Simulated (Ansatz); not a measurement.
```yaml
crystal:
  periodic: [false, false, false]
  atoms:
    - {symbol: As, position_ang: [-1.654764, -0.232251, -0.001890]}
    - {symbol: Se, position_ang: [0.604568, -0.577014, 0.002869]}
    - {symbol: H, position_ang: [1.050196, 0.809265, -0.000979]}
basis:
  gaussian: {orbitals: def2-TZVP}
magnetization: {spin_polarized: true, initial_magnetization: 2}
hamiltonian: {xc: pbe0}
relax: {f_tol: 0.004, max_steps: 80}
```

```sh
$ ansatz run in.yaml --threads 1 --pin off --events-out ev --progress --plain --max-ram 2176MiB
```

Steps of the relaxation (energy above the last step; positions in Å, forces in eV/Å):

```
3
step 1, 29.9 meV
As   -1.655   -0.232   -0.002   -0.679    0.192   -0.002
Se    0.605   -0.577    0.003    0.697   -0.587    0.003
H     1.050    0.809   -0.001   -0.018    0.394   -0.001
```

```
3
step 2, 0.5 meV
As   -1.650   -0.201   -0.002   -0.065   -0.008    0.000
Se    0.650   -0.615    0.003    0.043    0.044    0.000
H     1.001    0.816   -0.001    0.023   -0.036    0.000
```

```
3
step 3, 0.1 meV
As   -1.662   -0.208   -0.002    0.025    0.004    0.000
Se    0.646   -0.608    0.003   -0.011   -0.001    0.000
H     1.016    0.817   -0.001   -0.014   -0.003    0.000
```

```
3
step 5, 0.0 meV
As   -1.658   -0.206   -0.002    0.000    0.000    0.000
Se    0.647   -0.610    0.003    0.000    0.001    0.000
H     1.011    0.816   -0.001    0.000   -0.001    0.000
```

Close pairs at the end: Se2–H3 1.472 Å, As1–Se2 2.341 Å.

A stationary point of unrestricted PBE0 after 5 steps, with ⟨S²⟩ = 2.007 against 2.00 for a pure state; no frequencies were run, so it isn't proven a minimum. 33 s on 1 thread of Intel Xeon Platinum 8488C, shared host.
